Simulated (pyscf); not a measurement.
Four-centre exchange: `[SiH3][PH2]` + `[OH2]` → `[OH][PH2]` + `[SiH4]`

Gas phase, singlet surface, charge 0. Bonds broken: P1–Si2, O8–H9. Bonds formed: P1–O8, Si2–H9. Optimised with ωB97X-D3(BJ)/def2-SVP in PySCF. Correlated levels are frozen-core, on RHF or UHF. ΔMP2 is the change of the MP2 total energy from the triple- to the quadruple-zeta basis.

Transition state (Å):

```xyz
10

P     -2.1315    -0.5706    -0.0886
Si     0.1723     0.7378     0.7099
H     -1.3380    -1.7339    -0.2521
H     -3.1280    -1.0335    -1.0373
H      0.3335    -0.4078     1.6714
H     -0.3674     1.8836     1.5199
H      1.5739     1.1406     0.3201
O     -1.5396     0.3058    -1.7668
H     -0.7127     0.6834    -1.2668
H     -2.1244     1.0542    -1.9938
```

One imaginary mode, 433i cm⁻¹; descent along it reached the two sides named.

```
bond    change  reactant side (Å)  saddle  product side
------  ------  -----------------  ------  ------------
P1–Si2  breaks              2.250     2.8           3.6
O8–H9   breaks              0.965   1.037           2.8
P1–O8    forms                3.4   1.984         1.666
Si2–H9   forms                3.2   2.166         1.493
```

Electronic energies relative to the separated reactants (kcal/mol):

```csv
level,barrier,reaction energy,reverse barrier
ωB97X-D3(BJ)/def2-TZVP,71.5,+10.1,61.4
PBE/def2-TZVP,57.2,+9.5,47.7
r²SCAN/def2-TZVP,63.0,+8.8,54.2
B3LYP-D3(BJ)/def2-TZVP,64.0,+6.9,57.1
PBE0-D3(BJ)/def2-TZVP,63.9,+10.4,53.5
M06-2X/def2-TZVP,67.8,+6.6,61.2
ωB97M-D3(BJ)/def2-TZVP,67.3,+6.7,60.6
HF/def2-TZVP,90.3,+2.5,87.8
MP2/def2-QZVPP,71.1,+10.3,60.9
CCSD/def2-TZVPP,74.5,+8.5,66.0
CCSD(T)/def2-TZVPP,70.3,+9.1,61.1
CCSD(T)/def2-TZVPP + ΔMP2(QZVPP),70.5,+9.7,60.8
```

With CCSD(T)/def2-TZVPP + ΔMP2(QZVPP) energies and thermal terms (ideal gas, 1 atm, RRHO with modes under 100 cm⁻¹ raised to 100, one conformer, R ln 2 for chiral ones without a mode under 150 cm⁻¹), in kcal/mol:

```
T (K)   ΔH‡    ΔG‡    ΔH     ΔG
-----  ----  -----  ----  -----
298    69.3   79.5  +8.5   +9.6
600    69.4   89.8  +7.9  +10.9
900    70.0   99.9  +7.8  +12.5
1200   70.7  109.8  +7.9  +14.0
```

The same reactants have a lower exit, to HO–SiH₂–PH₂ + H₂ (barrier +34.2 kcal/mol at ωB97M-D3(BJ)/def2-TZVP, against +67.3 kcal/mol here). One saddle was located; it need not be the lowest between these sides. The CCSD(T) − MP2 part came from Ansatz, without density fitting, on the same reference.
